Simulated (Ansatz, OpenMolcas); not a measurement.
## Computed against measured: dipole moment

8 molecules of light elements (H to F); the dipole moment in D, computed less measured. Shapes, held fixed at every level: PBE0-D4/def2-TZVP. No vibrational averaging. Dipoles are compared by magnitude; molecules under 1 D, whose direction can flip, are left out. Programs: Ansatz 0.2.0, OpenMolcas 26.06. Measured values: NIST CCCBDB.

Levels: A = r2SCAN-D4/def2-TZVPP; B = B3LYP/6-31G* (spherical functions); C = wB97M-V/def2-TZVPP.

```csv
molecule,measured,A,B,C
HF (SMILES F),1.82,+0.02,+0.03,+0.02
H2O (SMILES O),1.85,+0.08,+0.22,+0.09
NH3 (SMILES N),1.47,+0.12,+0.37,+0.14
CH2N2 (cyanamide),4.32,+0.39,+0.21,+0.30
CH4O (methanol),1.70,-0.10,-0.04,-0.06
C3H4O (cyclopropanone),2.67,+0.22,+0.05,+0.27
C3H5N (propanenitrile),4.02,+0.13,-0.14,+0.08
C2H7N (dimethylamine),1.03,-0.13,-0.05,-0.07
```

Question: Sum up the errors.

Answer: 
```
                             level                    kind  mean error  mean absolute error  worst case
              r2SCAN-D4/def2-TZVPP                meta-GGA      +0.091                0.149       CH2N2
B3LYP/6-31G* (spherical functions)           global hybrid      +0.081                0.139         NH3
                wB97M-V/def2-TZVPP  range-separated hybrid      +0.096                0.129       CH2N2
```

On this set wB97M-V/def2-TZVPP has the smallest mean absolute error and r2SCAN-D4/def2-TZVPP the largest. Without CH2N2 the largest would be that of B3LYP/6-31G* (spherical functions). r2SCAN-D4/def2-TZVPP is too high in 6 of 8; wB97M-V/def2-TZVPP is too high in 6 of 8. The levels differ in basis as well as in method. The smallest two are near a tie. The largest two are near a tie. The set is small.
